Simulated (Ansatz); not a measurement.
A made-up structure of BSiH₃F (charge -1), closed shell:

```
6
angstrom
B 0.2920 -0.3865 -0.6959
Si -0.2986 0.2997 0.4965
F 0.0439 1.8639 0.7279
H -0.0577 -1.5852 -0.6313
H 0.8124 0.2802 -1.5648
H -0.7920 -0.4722 1.6676
```

It is relaxed with PBE-D4/def2-SVPD and then PBE0-D4/def2-TZVPD (Ansatz 0.2.0). Atoms count as bonded within 1.22 times the sum of their covalent radii (H–H: 0.88 Å). The end point is not checked to be a true minimum.

Problem. Does its bonding change? (Judge from chemistry; the calculation decides.)

Solution. By the calculation: No: no bond forms or breaks.

Where it ends: The first stage lowers the energy by 2.90 eV in 9 steps. It ends as BSiH₃F ([BH2][SiH][F]), total charge -1:
B1  (0.275, -0.470, -0.893)
Si2  (-0.144, 0.335, 0.710)
F3  (-0.105, 1.953, 1.055)
H4  (0.108, -1.669, -0.890)
H5  (0.823, 0.064, -1.825)
H6  (-0.958, -0.214, 1.843)
(Å)

Labels in which every atom is bracketed show which atoms are joined, not bond orders.

For scale, one of the runs: PBE0-D4/def2-TZVPD relaxation, 147 basis functions, launched by `ansatz run in.yaml --threads 2 --pin off --events-out ev --progress --plain --max-ram 4352MiB`. Hardware: 2 CPU threads of an Arm Neoverse V2, shared host. Wall time about 18 s.
